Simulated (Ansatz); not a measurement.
C2H3F3, SMILES `CC(F)(F)F`, relaxed with RKS PBE-D4/def2-SVP in Ansatz 0.2.0 from a rough embedded geometry. The force threshold is 0.03 eV/Å; the program also tests the step.

The species carries charge 0 and has multiplicity 1.

Start:

```xyz
8

C     0.297    0.723    0.062
C    -0.297   -0.625   -0.073
F    -1.587   -0.542    0.188
F    -0.220   -1.145   -1.303
F     0.246   -1.537    0.758
H     0.258    1.085    1.104
H    -0.106    1.429   -0.602
H     1.409    0.612   -0.133
```

| step | energy (eV) | largest force (eV/Å) | largest move (Å) |
| --- | --- | --- | --- |
| 1 | -10255.7533 | 2.968 | 0.000 |
| 2 | -10255.9314 | 0.844 | 0.047 |
| 3 | -10255.9523 | 0.135 | 0.022 |
| 4 | -10255.9529 | 0.012 | 0.004 |

End:

```xyz
8

C     0.354    0.716    0.074
C    -0.312   -0.631   -0.065
F    -1.636   -0.563    0.217
F    -0.191   -1.117   -1.325
F     0.234   -1.544    0.775
H     0.236    1.081    1.111
H    -0.114    1.434   -0.624
H     1.430    0.623   -0.162
```

Hardware: 2 threads of a server CPU on a shared host. Wall time 2.9 s, peak host memory 0.13 GiB.
